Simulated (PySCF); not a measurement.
# Working out the ionisation energy of Mg

Mg [Ne] 3s2 (1S) → Mg+ [Ne] 3s1 (2S). Computed with PySCF 2.14 in x2c-QZVPPall (9s6p5d2f, 66 functions), with scalar relativity by spin-free X2C-1e. Frozen: 1s2. Energies in hartree (1 hartree = 27.21139 eV):

```json
{"part": "UHF", "Mg (lower)": "-199.921730", "Mg+ (upper)": "-199.678628"}
{"part": "MP2 opposite-spin", "Mg (lower)": "-0.215852", "Mg+ (upper)": "-0.189796"}
{"part": "MP2 same-spin", "Mg (lower)": "-0.071662", "Mg+ (upper)": "-0.069284"}
```

What does Hartree-Fock give?

(-199.678628) − (-199.921730) = 0.243102 hartree = 6.615 eV.

What do MP2 and SCS-MP2 (6/5 opposite-spin, 1/3 same-spin) give?

The opposite-spin parts differ by 0.709 eV and the same-spin parts by 0.065 eV. MP2: 6.615 + (0.709) + (0.065) = 7.389 eV. SCS-MP2: 6.615 + 1.2 × (0.709) + (0.065)/3 = 7.487 eV.

Measured between the centres of the two terms (NIST): 7.646 eV, so MP2 (valence and next inner shell) is off by -0.257 eV.

What remains against the reference includes basis incompleteness, the frozen core and correlation beyond second order.
